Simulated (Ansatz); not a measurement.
A made-up structure of CH4AlS (charge -1), singlet:

```
7
angstrom
C -0.7930 0.5348 -0.9162
Al 1.7539 -1.1091 1.1060
S -0.1788 0.0467 0.7326
H -1.7250 1.0878 -1.0477
H -0.2974 0.3213 -1.8641
H -0.7259 0.2688 1.9578
H 2.1099 -1.2027 -0.3687
```

It is relaxed with PBE-D4/def2-SVPD and then PBE0-D4/def2-TZVPD (Ansatz 0.2.0). Atoms count as bonded within 1.22 times the sum of their covalent radii (H–H: 0.88 Å). The end point is not checked to be a true minimum.

**Question.** Does its bonding change? (A judgement: the text doesn't fix the answer.)

**Answer.** Computed: No: no bond forms or breaks.

Where it ends: The first stage lowers the energy by 1.61 eV in 16 steps. It ends as CH₄AlS ([CH2][SH][AlH]), total charge -1:
C1  (-0.941, 0.779, -0.745)
Al2  (1.786, -1.081, 1.124)
S3  (-0.330, -0.086, 0.636)
H4  (-1.667, 0.135, -1.246)
H5  (-0.122, 1.054, -1.410)
H6  (-0.462, 0.743, 1.704)
H7  (1.879, -1.597, -0.464)
(Å)

Labels in which every atom is bracketed show which atoms are joined, not bond orders.

For scale, one of the runs: PBE0-D4/def2-TZVPD relaxation, 162 basis functions, launched by `ansatz run in.yaml --threads 2 --pin off --events-out ev --progress --plain --max-ram 4352MiB`. Hardware: 2 CPU threads of an Arm Neoverse V2, shared host. Wall time about 28 s.
